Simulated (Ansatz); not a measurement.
Basis-set extrapolation for C4H10S (`CC(C)CS`) (PBE0-D4/def2-TZVP geometry, frozen core, Ansatz). Multiplicity 1, RHF reference.

```json
{"": "HF", "def2-TZVPP": "-554.897566", "def2-QZVPP": "-554.916470"}
{"": "MP2 correlation", "def2-TZVPP": "-0.889940", "def2-QZVPP": "-0.949673"}
{"": "CCSD(T) correlation", "def2-TZVPP": "-0.991406", "def2-QZVPP": "not run"}
```

Energies in hartree. Use E(X) = E(∞) + A·exp(−7.88·√X) for Hartree–Fock and E(X) = E(∞) + B·X^(−2.97) for correlation, with X = 3 and 4, and add CCSD(T) minus MP2 of the smaller set to the MP2 limit.

Task: What is the CCSD(T) energy at the basis-set limit?

Result: HF limit: -554.916470 + (-0.018904) × 0.13774 = -554.91907. MP2 limit: -0.949673 + (-0.059733) × 0.74074 = -0.99392. Higher-order term: -0.991406 − (-0.889940) = -0.10147. Total: -556.01446 hartree, 329.5 kJ/mol below CCSD(T)/def2-TZVPP.
